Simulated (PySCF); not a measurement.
Static response to an electric field

Species: 1-isopropylhydrazine, C3H10N2.
Geometry (GFN2-xTB, Å), atoms numbered from 1 in this order:
```
atom  x, y, z in Å
C1    -0.970    1.242   -0.746
C2    -0.153    0.346    0.181
C3    -0.963   -0.873    0.632
N4     1.083   -0.004   -0.509
N5     1.962   -0.782    0.367
H6    -1.288    0.685   -1.625
H7    -1.853    1.610   -0.230
H8    -0.371    2.088   -1.071
H9     0.144    0.924    1.066
H10   -1.329   -1.419   -0.236
H11   -0.331   -1.535    1.219
H12   -1.812   -0.565    1.235
H13    0.856   -0.631   -1.281
H14    2.821   -0.918   -0.163
H15    2.198   -0.160    1.140
```

Level: CAM-B3LYP/def2-SVPD (PySCF), static field, nuclei fixed, core orbitals frozen in the response. The polarisability tensor in these axes (au):

```
x   61.94 -3.08  1.06
y   -3.08 55.14 -2.90
z    1.06 -2.90 53.85
```

Task: What are the eigenvalues, a third of the trace, and Δα (Δα² = ½Σ(αi − αj)² over the three pairs)?

Result: Principal values 51.39, 55.96 and 63.58 au; mean 56.98 au = 8.44 Å³ = 9.39 × 10⁻⁴⁰ C²·m²/J; Δα = 10.66 au (19 % of the mean).

Task: What is the dipole moment, and where does it point?

Result: (0.10, 0.22, 0.00) D, 0.24 D in size, pointing from the negative to the positive side. Measured along this direction, the outermost atoms are H10 at the negative end and H8 at the positive end.

Task: Orientational against electronic polarisability at 400 K (dilute gas, rigid molecules)?

Result: In Gaussian units μ²/3kT = 0.36 Å³ against 8.44 Å³, a ratio of 0.04; the Debye molar polarisation (4π/3)N_A(α + μ²/3kT) is 22.2 cm³/mol, leaving out the vibrational part.

Task: Refractivity n − 1 of an ideal gas of it at 350 K and 1 atm, from the electronic α?

Result: N = p/kT = 2.0968 × 10¹⁹ cm⁻³, so n − 1 = 2π × N × 8.44 × 10⁻²⁴ cm³ = 1112 × 10⁻⁶ at long wavelengths, for an ideal gas.

Task: Give the eigenvalues of the traceless quadrupole moment Θ = ½Σq(3rr − r²1), origin at the centre of nuclear charge.

Result: -7.64, 3.42, 4.22 D·Å. The values depend on the origin, since the dipole doesn't vanish. The electronic extent ⟨r²⟩ about the same centre is 509 bohr², a root-mean-square distance of 1.84 Å for the 42 electrons.

Task: Sum over states: ᾱ = Σ f/ω², ω in Eh. What share falls to these 8 lowest TDDFT singlets (eV, f)? 5.26, 0.0012; 5.92, 0.0115; 6.23, 0.0079; 6.93, 0.0100; 7.20, 0.0041; 7.58, 0.0054; 8.12, 0.0213; 8.26, 0.0129.

Result: They add up to 1.09 au, 1.9 % of the 56.98 au; the largest single term is 0.24 au, from the state at 5.92 eV. Terms in order: 0.03, 0.24, 0.15, 0.15, 0.06, 0.07, 0.24, 0.14 au. Higher excitations give the rest. The strengths listed sum to 0.074.

Task: Along which axes do the principal values lie, and how far do the nuclei extend along each?

Result: Largest value along (0.89, -0.40, 0.22), where the nuclei span 5.19 Å; middle along (-0.44, -0.63, 0.64), 3.78 Å; least along (0.12, 0.67, 0.74), 2.70 Å. The response follows the extents in order.

Geometry: GFN2-xTB, one conformer, isolated molecule.
